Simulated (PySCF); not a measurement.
Gas-phase reaction: 2 BH ⇌ 2 B + H₂

Method: PySCF energies plus ideal-gas RRHO corrections (1 bar). 'Table' is the NASA 1993 thermochemical table (part measured, part estimated). † marks an energy on the PBE0/def2-TZVP geometry and frequencies; other levels use their own. CCSD(T) freezes the core. 6-31G* has spherical d functions here. Open shells (unrestricted): B (multiplicity 2); the rest are closed-shell singlets. Spin-orbit splitting is ignored; it lowers the true energy and changes the entropy of B. CCSD(T) isn't extrapolated to the basis-set limit. The table's entry may be an old estimate for BH (not checked at source).

HF/6-31G* gives ΔH°(298 K) = 172.8 kJ.

Question: What does CCSD(T)/def2-SVP† give, and where does the table lie?

Answer: CCSD(T)/def2-SVP†: 248.4 kJ. Table: 234.7 kJ.
